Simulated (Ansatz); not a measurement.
# OF (Oxygen monofluoride): levels of theory compared

We compute a comparison of 3 runs (UHF/STO-3G, UBLYP/STO-3G, UCAM-B3LYP/STO-3G) of OF (Oxygen monofluoride). 

Program for the calculation: Ansatz 0.2.0.

48 further runs of the same task are left out: 7 that didn't finish, 41 set aside as unsound or not needed.

## (1) The system as given

OF: 2 atoms, total charge 0, spin state doublet. As SMILES, `[O]F`. The F2–O1 distance was set to 2.661 Å, away from the relaxed value.

## (2) A single-point energy at UHF/STO-3G (run 1)

Contents of in.yaml:

```yaml
crystal:
  periodic: [false, false, false]
  atoms:
    - {symbol: O, position_ang: [0.000000, 0.000000, -1.346300]}
    - {symbol: F, position_ang: [-0.000000, -0.000000, 1.314400]}
basis:
  gaussian:
    orbitals: STO-3G
magnetization:
  spin_polarized: true
  initial_magnetization: 1
hamiltonian:
  xc: hf
accuracy: high
```

The run is started by

```
$ ansatz run in.yaml --threads 1 --pin off --max-ram 3480MiB --events-out events.jsonl --progress --plain --runs-dir runs
```

Output:

```text
Warning: RAYON_NUM_THREADS=1 ignored (pool sized by the plan → 1); use --threads N
Functional definition: HF
  name "HF"
  exchange = exact_x
  correlation = 0
141 factors; integrals over basis functions are off by at most 9.0e-9 eV
mean field evaluation 1: about -4655.5091 eV, gradient 5.7e0 eV
mean field evaluation 2: about -4655.5096 eV, gradient 5.7e0 eV
mean field evaluation 4: about -4655.3865 eV, gradient 5.0e0 eV
mean field evaluation 8: about -4655.5304 eV, gradient 5.8e0 eV
mean field evaluation 16: about -4673.3701 eV, gradient 3.6e-9 eV
mean field evaluation 32: about -4674.6595 eV, gradient 4.4e-4 eV
mean field evaluation 64: about -4674.6662 eV, gradient 3.8e-2 eV
mean field evaluation 96: about -4674.6400 eV, gradient 6.5e-5 eV
mean field evaluation 128: about -4673.3688 eV, gradient 6.0e-3 eV
mean field -4674.67190552 eV, -171.7910239215 hartree, gradient 1.1e-8 eV, S^2 1.750000; 8 other end points of the search recorded, 0 dependent functions left out
reference -4674.67190552 eV, -171.7910239215 hartree; 9, 8 occupied and 1, 2 virtual orbitals, 141 factors
Total energy: -4674.67190552 eV, -171.7910239215 hartree
```

Wall time 0.12 s (1 thread of Intel Xeon 6975P-C (Granite Rapids), shared host).

## (3) The energy at UBLYP/STO-3G (run 2)

Contents of molecule.yaml:

```yaml
crystal:
  periodic: [false, false, false]
  atoms:
    - {symbol: O, position_ang: [0.000000, 0.000000, -1.346300]}
    - {symbol: F, position_ang: [-0.000000, -0.000000, 1.314400]}
basis:
  gaussian:
    orbitals: STO-3G
magnetization:
  spin_polarized: true
  initial_magnetization: 1
hamiltonian:
  xc: {name: BLYP}
accuracy: high
```

The run is started by

```
$ ansatz run molecule.yaml --threads 1 --pin off --max-ram 3480MiB --events-out events.jsonl --progress --plain --runs-dir runs
```

Output, shortened:

```text
Warning: RAYON_NUM_THREADS=1 ignored (pool sized by the plan → 1); use --threads N
Functional definition: BLYP
  name "BLYP"
[...]
141 factors; integrals over basis functions are off by at most 9.0e-9 eV
[...]
mean field -4687.02718419 eV, -172.2450720379 hartree, gradient 5.9e-8 eV, S^2 1.750000; 16 other end points of the search recorded, 0 dependent functions left out
reference -4687.02720171 eV, -172.2450726817 hartree; 9, 8 occupied and 1, 2 virtual orbitals, 141 factors
Total energy: -4687.02720171 eV, -172.2450726817 hartree
```

Run time: 7.5 s. Hardware: 1 thread of Intel Xeon 6975P-C (Granite Rapids), shared host.

## (4) The energy at UCAM-B3LYP/STO-3G (run 3)

Edit in.yaml of step 2 so:

```diff
@@ -8,2 +8,5 @@
     orbitals: STO-3G
+hamiltonian:
+  xc: {name: CAM-B3LYP}
+accuracy: high
 magnetization:
@@ -11,4 +14 @@
   initial_magnetization: 1
-hamiltonian:
-  xc: hf
-accuracy: high
```

The run is started by

```
$ ansatz run in.yaml --threads 1 --pin off --max-ram 3480MiB --events-out events.jsonl --progress --plain --runs-dir runs
```

Output, shortened:

```text
Warning: RAYON_NUM_THREADS=1 ignored (pool sized by the plan → 1); use --threads N
Functional definition: CAM-B3LYP
  name "CAM-B3LYP"
[...]
141 factors; integrals over basis functions are off by at most 9.0e-9 eV
88 factors; integrals over basis functions are off by at most 9.2e-10 eV
[...]
mean field -4687.12065881 eV, -172.2485071669 hartree, gradient 2.9e-8 eV, S^2 1.750000; 5 other end points of the search recorded, 0 dependent functions left out
reference -4687.12066501 eV, -172.2485073947 hartree; 9, 8 occupied and 1, 2 virtual orbitals, 141 factors
Total energy: -4687.12066501 eV, -172.2485073947 hartree
```

Run time: 4.5 s. Hardware: 1 thread of Intel Xeon 6975P-C (Granite Rapids), shared host.

## (5) The series

| run | level | energy (Eh) | ⟨S²⟩ | wall time |
| --- | --- | --- | --- | --- |
| 1 | UHF/STO-3G | -171.791024 | 1.750 | 0.12 s |
| 2 | UBLYP/STO-3G | -172.245073 | 1.750 | 7.5 s |
| 3 | UCAM-B3LYP/STO-3G | -172.248507 | 1.750 | 4.5 s |

## (6) Outcome

| quantity | value |
| --- | --- |
| run 3: total energy | -172.24851 Eh |
| run 3: ⟨S²⟩ | 1.750 |

What this shows: Totals of different functionals can't be ranked against each other. In runs 1, 2, 3 the basis is minimal, so the values are rough. Spin contamination of the reference: run 3 ⟨S²⟩ = 1.75, run 1 ⟨S²⟩ = 1.75, run 2 ⟨S²⟩ = 1.75. Where it is this large, the reference is a mixture of spin states, and values that rest on it are in doubt. All runs together took 12 s, the longest 7.5 s.
